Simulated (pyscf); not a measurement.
H₃Ge–SbH₂ (SMILES [GeH3][SbH2]) + H₂ (SMILES [H][H]) → SbH₃ (SMILES [SbH3]) + GeH₄ (SMILES [GeH4]) (four-centre exchange; singlet surface; Ge–Sb, H–H broken, H–Sb, Ge–H formed). Optimised with ωB97X-D3(BJ)/def2-SVP in PySCF. Energies in kcal/mol from the separated reactants.

```json
[
 {"level": "ωB97X-D3(BJ)/def2-TZVP", "barrier": "79.7", "reaction energy": "+11.4"},
 {"level": "B3LYP-D3(BJ)/def2-TZVP", "barrier": "…", "reaction energy": "+6.9"},
 {"level": "PBE0-D3(BJ)/def2-TZVP", "barrier": "67.8", "reaction energy": "+7.4"},
 {"level": "M06-2X/def2-TZVP", "barrier": "72.7", "reaction energy": "+7.6"},
 {"level": "ωB97M-D3(BJ)/def2-TZVP", "barrier": "73.0", "reaction energy": "+4.9"},
 {"level": "HF/def2-TZVP", "barrier": "…", "reaction energy": "…"}
]
```

Task: Fill in the missing entries.

Result: 
- B3LYP-D3(BJ)/def2-TZVP, barrier: 68.0
- HF/def2-TZVP, barrier: 94.7
- HF/def2-TZVP, reaction energy: +0.6

The functionals in the table span 12.0 kcal/mol in this barrier, from PBE0-D3(BJ) to ωB97X-D3(BJ)/def2-TZVP. The same reactants have a lower exit, to GeH₃• + SbH₂• + H₂ (no saddle counted: cutting one bond costs +55.1 kcal/mol at ωB97M-D3(BJ)/def2-TZVP, against +73.0 kcal/mol here). One saddle was located; it need not be the lowest between these sides. A restricted solution here is unstable towards spin polarisation, so biradical character is likely and single-reference numbers are less safe. Elements up to Kr have no core potential and no relativistic terms here. Elements past Kr carry the def2 core potentials, without spin-orbit coupling.
